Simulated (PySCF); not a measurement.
# Ionisation of hydrogen peroxide

Parent: hydrogen peroxide, `OO` (H2O2). Numbering: `[OH:1][OH:2]`

Energies: B3LYP-D3(BJ)/ma-def2-TZVP (PySCF, density fitting, integration grid level 2) on PBE0-D3(BJ)/def2-SVP structures. The prefix ma- adds one diffuse s and one diffuse p function on all atoms but H. Thermal corrections: PBE0-D3(BJ)/def2-SVP frequencies, unscaled, ideal gas at 298.15 K and 1 bar, quasi-RRHO entropy.

Frontier levels of the parent: HOMO -7.88 eV, LUMO -0.11 eV.

Oxidation to the radical cation:
* Vertical ionisation energy (electronic): 11.43 eV
* Adiabatic ionisation energy (with zero-point energy): 10.52 eV
* Adiabatic, electronic part: 10.51 eV
* Vertical gap at the product's structure: 9.83 eV
* Inner reorganisation energy (four-point): 1603 meV
* Relaxation of product / of parent: 926 / 677 meV
* ⟨S²⟩ of the product: 0.754
* Largest spin populations: O1 0.51, O2 0.51
* Largest changes of atomic charge: O1 0.40, O2 0.40, H (on O1) 0.10, H (on O2) 0.10
* Distances that move most (Å): O1–O2 1.419 → 1.282; O2–H 0.967 → 0.999; O1–H 0.967 → 0.999

Measured values (NIST Chemistry WebBook, evaluated or the median of agreeing entries): vertical ionisation energy 11.70 eV (computed 11.43, difference -0.26); adiabatic ionisation energy 10.58 eV (computed 10.52, difference -0.06).

Hardware: 1 thread of Arm Neoverse V1, shared with other jobs. Command: `OMP_NUM_THREADS=1 python redox_run.py task.json out`. Structures, frequencies and single points: 26 s.

Differences come from unrounded values, so a last digit can differ from that of the printed terms.
